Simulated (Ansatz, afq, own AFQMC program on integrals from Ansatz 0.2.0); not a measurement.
# Breaking C1–N2 in CH3N, singlet

```xyz
5

C    -0.0342   -0.3828    0.0369
N     0.6306    0.6593   -0.2285
H    -1.0973   -0.4032    0.3450
H     0.4576   -1.3670   -0.0355
H     0.0434    1.4937   -0.1179
```

Products: CH2 (triplet, the lower of two spins tried; CH2) and NH (triplet), each relaxed with PBE0/def2-SVP like the molecule; electronic energies without zero-point terms. Determinants: RHF, UHF and UHF in that order.

Basis def2-TZVP. Only valence electrons are correlated. Ansatz 0.2.0 and our own AFQMC program on the same integrals; the CISD trial comes from CCSD amplitudes, and released means the phaseless constraint is let go. Uncertainties: one standard error, sampling alone. The errors of all members are added in quadrature.

No full CI on the walks' own integrals is used here; CCSDT(Q) serves as the reference and is uncertain by about the last step of the cluster series. Each member takes its own surest rung, up to full CI.

The best estimate is CCSD(T) at the basis-set limit (CBS: def2-TZVPP and def2-QZVPP, with their diffuse functions for anions and beside diffuse sets, CCSD(T) itself extrapolated) plus the step from CCSD(T) to CCSDT(Q) in def2-TZVP. Rows without CBS are in def2-TZVP; B2PLYP and the wave-function rows carry a basis error of their own. Core correlation and relativity beyond core potentials are missing, and ± holds the sampling alone.

Cautions: CH₃N (singlet): the released energies move by 1.5 errors or more from one time to the next, so no released level is given (meV from the phaseless value at times in 1/Eh: -6 ± 5 at 0.24, -7 ± 4 at 0.51, -8 ± 5 at 0.99, 3 ± 6 at 1.62, -15 ± 6 at 2.40), though the last usable value meets CCSDT(Q) within the noise; NH (triplet): full CI with its own frozen core.

Best estimate: 7.150 eV.

```json
{"level": "HF", "bond energy (eV)": "4.055", "error against the best estimate (eV)": "-3.095"}
{"level": "MP2", "bond energy (eV)": "7.220", "error against the best estimate (eV)": "0.070"}
{"level": "CCSD", "bond energy (eV)": "6.656", "error against the best estimate (eV)": "-0.494"}
{"level": "CCSD(T)", "bond energy (eV)": "6.908", "error against the best estimate (eV)": "-0.242"}
{"level": "CCSDT", "bond energy (eV)": "6.889", "error against the best estimate (eV)": "-0.261"}
{"level": "CCSDT(Q)", "bond energy (eV)": "6.911", "error against the best estimate (eV)": "-0.239"}
{"level": "ph-AFQMC/CISD", "bond energy (eV)": "6.908 ± 0.006", "error against the best estimate (eV)": "-0.242 ± 0.006"}
{"level": "HF/CBS", "bond energy (eV)": "4.070", "error against the best estimate (eV)": "-3.079"}
{"level": "MP2/CBS", "bond energy (eV)": "7.496", "error against the best estimate (eV)": "0.346"}
{"level": "CCSD(T)/CBS", "bond energy (eV)": "7.145", "error against the best estimate (eV)": "-0.005"}
{"level": "PBE", "bond energy (eV)": "7.333", "error against the best estimate (eV)": "0.183"}
{"level": "r2SCAN", "bond energy (eV)": "6.733", "error against the best estimate (eV)": "-0.417"}
{"level": "PBE0", "bond energy (eV)": "6.948", "error against the best estimate (eV)": "-0.202"}
{"level": "B3LYP", "bond energy (eV)": "7.010", "error against the best estimate (eV)": "-0.140"}
{"level": "wB97M-V", "bond energy (eV)": "7.178", "error against the best estimate (eV)": "0.028"}
{"level": "B2PLYP", "bond energy (eV)": "7.058", "error against the best estimate (eV)": "-0.092"}
```

Correlation beyond CCSD(T) adds 0.005 eV. Going to the basis-set limit adds 0.237 eV at CCSD(T). The perturbative (T) step is worth +0.253 eV. The functionals spread over 0.600 eV; wB97M-V comes nearest and r2SCAN is 0.417 eV too low.

Best estimates are given only where the step beyond CCSD(T) is under 0.3 eV and no member's determinant is very poor (T1 over 0.05, or 0.07 for open shells, ⟨S²⟩ too high by 0.3, two states mixed), so the hardest cases are missing from such tables.

The functionals ran in a triple-zeta set and keep a basis error of their own, a few kJ/mol for each bond in atomization energies and more for double hybrids, so close places among them and the extrapolated levels can swap.

CCSDT and higher add their correlation energy to the determinant of the CCSD(T) run, since their own runs factorise the integrals more tightly (a shift of under 2 meV). Each member of a difference takes its own highest rung, so a best estimate needn't equal the limit plus the step of one row. A walk keeps the symmetry of its determinant, which the program's search chose and which needn't be the lowest solution, so a lower state of the same spin and another symmetry isn't excluded.
